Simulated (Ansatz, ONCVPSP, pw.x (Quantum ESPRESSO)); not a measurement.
**pw.x on bcc Ta: one setting changed**

Potential: optimised norm-conserving Vanderbilt (ONCV), ONCVPSP 4.0.1.1 (patched build), LDA (Perdew-Wang 92); core [Kr] 4d10 4f14, reference 5s2 5p6 5d3 6s2; waves: 5s+6s: rc 1.70 bohr, ncon 4, nbas 8, qcut 8.3 1/bohr, 2 projectors; 5p: rc 1.80 bohr, ncon 4, nbas 8, qcut 8.6 1/bohr, 2 projectors, debl 2.6 Ha; 5d: rc 2.80 bohr, ncon 3, nbas 8, qcut 5.7 1/bohr, 2 projectors, debl 1.1 Ha; f scattering state at 0.04 Ha: rc 2.30 bohr, ncon 4, nbas 7, qcut 5.6 1/bohr, 1 projector; local part: polynomial inside 1.10 bohr (lpopt 4, dvloc0 6 Ha); core correction: Teter function, fcfact 5.25, rcfact 1.65.

The reference run (k-mesh 14³, cutoffs 65/260 Ry, Fermi–Dirac 0.01 Ry, mixing_beta 0.4, conv_thr 1e-9, no spin) gives 0.40 GPa at 17.128 Å³/atom, where all-electron LAPW gives 1.38 GPa. This run, with its own iteration cap, changes k-mesh shift to 1.

```
&control
  calculation='scf', prefix='x', pseudo_dir='./', outdir='./tmp', tstress=.true., disk_io='none'
/
&system
  ibrav=0, nat=1, ntyp=1, ecutwfc=65, ecutrho=260, nbnd=14,
  occupations='smearing', smearing='fd', degauss=0.01
/
&electrons
  conv_thr=1e-09, mixing_beta=0.4, electron_maxstep=60
/
ATOMIC_SPECIES
Ta 1.0 Ta.UPF
CELL_PARAMETERS angstrom
  -1.62386113 1.62386113 1.62386113
  1.62386113 -1.62386113 1.62386113
  1.62386113 1.62386113 -1.62386113
ATOMIC_POSITIONS crystal
Ta 0.0000 0.0000 0.0000
K_POINTS automatic
14 14 14 1 1 1
```

```bash
pw.x < Ta.scf.in > Ta.scf.out
```

How does the run end?

It converges in 7 iterations; the free energy moves by +1.8 meV/atom and the pressure by -0.23 GPa.

```
Message from routine setup:
     using ibrav=0 with symmetry is DISCOURAGED, use correct ibrav instead
     lattice parameter (alat)  =       5.3151  a.u.
     unit-cell volume          =     115.5855 (a.u.)^3
     number of electrons       =        13.00
     number of Kohn-Sham states=           14
     kinetic-energy cutoff     =      65.0000  Ry
     charge density cutoff     =     260.0000  Ry
     scf convergence threshold =      1.0E-09
     Exchange-correlation= SLA  PW   NOGX NOGC
     number of k points=   100  Fermi-Dirac smearing, width (Ry)=  0.0100
     iteration #  1     ecut=    65.00 Ry     beta= 0.40
     total energy              =    -141.23023250 Ry
     estimated scf accuracy    <       0.01937583 Ry
     iteration #  2     ecut=    65.00 Ry     beta= 0.40
     total energy              =    -141.22984974 Ry
     estimated scf accuracy    <       0.00318215 Ry
     iteration #  3     ecut=    65.00 Ry     beta= 0.40
     total energy              =    -141.23029153 Ry
     estimated scf accuracy    <       0.00011906 Ry
     iteration #  4     ecut=    65.00 Ry     beta= 0.40
     total energy              =    -141.23029841 Ry
     estimated scf accuracy    <       0.00000195 Ry
     iteration #  5     ecut=    65.00 Ry     beta= 0.40
     total energy              =    -141.23029886 Ry
     estimated scf accuracy    <       0.00000008 Ry
     iteration #  6     ecut=    65.00 Ry     beta= 0.40
     total energy              =    -141.23029886 Ry
     estimated scf accuracy    <          4.1E-09 Ry
     iteration #  7     ecut=    65.00 Ry     beta= 0.40
     the Fermi energy is    19.2907 ev
!    total energy              =    -141.23029886 Ry
     estimated scf accuracy    <          1.6E-10 Ry
     smearing contrib. (-TS)   =      -0.00571100 Ry
     The total energy is F=E-TS. E is the sum of the following terms:
     one-electron contribution =     -12.07775908 Ry
     hartree contribution      =      13.77685968 Ry
     xc contribution           =     -42.71188657 Ry
     ewald contribution        =    -100.21180190 Ry
     convergence has been achieved in   7 iterations
          total   stress  (Ry/bohr**3)                   (kbar)     P=        1.72
     Message from routine punch:
     Nothing written, as per user request (disk_io='none')
```

The run took about 15 s on one core of a shared host (Neoverse-V2, 96 threads, 742 GiB, load 48).
